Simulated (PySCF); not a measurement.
**Predicted spectroscopic data**

- J couplings at B3LYP/pcJ-1 (spin–dipole term left out of most H,H and C,H couplings)
- geometry from PBE0-D3(BJ)/def2-SVP
- NMR shieldings at PBE0/pcSseg-1/GIAO
- code: PySCF
- in vacuum, single conformer, averaged over atoms made equivalent by symmetry, fast rotation or ring inversion, non-relativistic Hamiltonian

Shifts are taken against calculated references (same method and geometry level): $^{1}$H (31.27 ppm) and $^{13}$C (184.41 ppm) against TMS. Multiplet labels drop J under 1 Hz and among equivalent protons, and merge close values. Unscaled 3J(H,H) run several per cent high. Shifts are as computed. Against solution values, carbons near 30 ppm lie about +2 ppm off and those near 130 ppm about +5 ppm (rms about the fit 1.9 ppm; single classes can miss by 10 ppm). Of 1328 compounds with measured shifts, 309 miss one by over three times the rms of a fit or turn the order of signals round; such compounds aren't used in these exercises. Signals without a measured value on file couldn't be tested in this way; 1H shifts scatter by 0.2 ppm about their fit, and single ones miss by 0.5 ppm.

Compound 1 (C$_{12}$H$_{8}$N$_{2}$). $^{1}$H NMR (600 MHz, computed): δ 9.43 (dd, J = 4.8, 1.6 Hz, 2H), 8.23 (dd, J = 8.9, 1.6 Hz, 2H), 7.90 (s, 2H), 7.62 (dd, J = 8.9, 4.8 Hz, 2H). $^{13}$C{$^{1}$H} NMR (computed): δ 155.1 (CH), 151.1 (C), 140.5 (CH), 132.4 (CH), 131.6 (C), 127.4 (CH). Structure: `c1cnc2c(c1)ccc1cccnc12`.

Compound 2 (C$_{12}$H$_{8}$N$_{2}$). $^{1}$H NMR (600 MHz, computed): δ 8.59 (m, 4H), 8.06 (m, 4H). $^{13}$C{$^{1}$H} NMR (computed): δ 146.2 (C), 137.9 (CH), 135.7 (CH). Structure: SMILES c1c2nc3ccccc3nc2ccc1.
